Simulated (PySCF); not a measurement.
## Computed data sheet: `[H]/[C]=C/CC` [radical]

Species: C4H7 (doublet state).
Z-matrix (Å and degrees, PBE0-D3(BJ)/def2-SVP geometry), rows numbered from 1:
```
C 
C   1  1.3146
C   2  1.5033  1  126.30
C   3  1.5243  2  112.65  1  -120.07
H   1  1.0896  2  137.71  3   179.69
H   2  1.1063  1  118.11  3  -179.03
H   3  1.1048  2  108.46  1   118.80
H   3  1.1009  2  109.22  1     3.06
H   4  1.1008  3  111.03  2    60.98
H   4  1.1019  3  111.38  2   -58.80
H   4  1.1006  3  111.17  2  -178.78
```

From PBE0-D3(BJ)/def2-SVP geometry optimisation, gas phase (PySCF):

```yaml
Point_group: C1
Rotational_constants_A_B_C: 24.900, 4.316, 4.173 GHz
Dipole_moment: 0.70 D
```

From UKS B3LYP, IGLO-III on C, pcH-1 on H, non-relativistic, mean-field spin-orbit, GIAO (PySCF):

```yaml
Isotropic_g_value: 2.00223
Principal_g_values: 2.00181, 2.00221, 2.00268
Spin_squared_⟨S²⟩: 0.760
Largest_Mulliken_spin_population: 1.02 on C1
Largest_isotropic_hyperfine_couplings_means_over_sets_of_like_nuclei: 13C +305.4 (C1), 1H +165.2 (H6), 1H +52.3 (H5), 13C +51.3 (C3), 13C -7.0 (C2) MHz
```

Monoisotopic mass from the formula: 55.0548 u.

A dipole of 0.70 D is allowed in C1, and pure rotational transitions are dipole-allowed. At 9.50 GHz, hν = g·μB·B₀ (B₀ the magnetic field) puts the centre of the isotropic spectrum, to first order, at 339.0 mT. With B = h/(8π²I), that is 505.379 GHz u Å² over I, the principal moments of inertia are 20.3, 117.1 and 121.1 u Å² (most abundant isotopes); the inertial defect Ic − Ia − Ib is -16.3 u Å² (zero for a rigid planar frame, negative otherwise). In atomic units the dipole is 0.28 e·bohr (1 au = 2.5417 D). g_iso is shifted by about -90 ppm from the free-electron value 2.002319; the principal values span 0.0009. The rotational constants make it an asymmetric top with κ = (2B − A − C)/(A − C) = -0.99, nearer the prolate limit (−1).

Couplings of like nuclei are plain means over topologically equivalent atoms, as if these changed places fast (by rotation of a methyl-like group, say); in this geometry the members of some sets differ.

One conformer stands for the species.
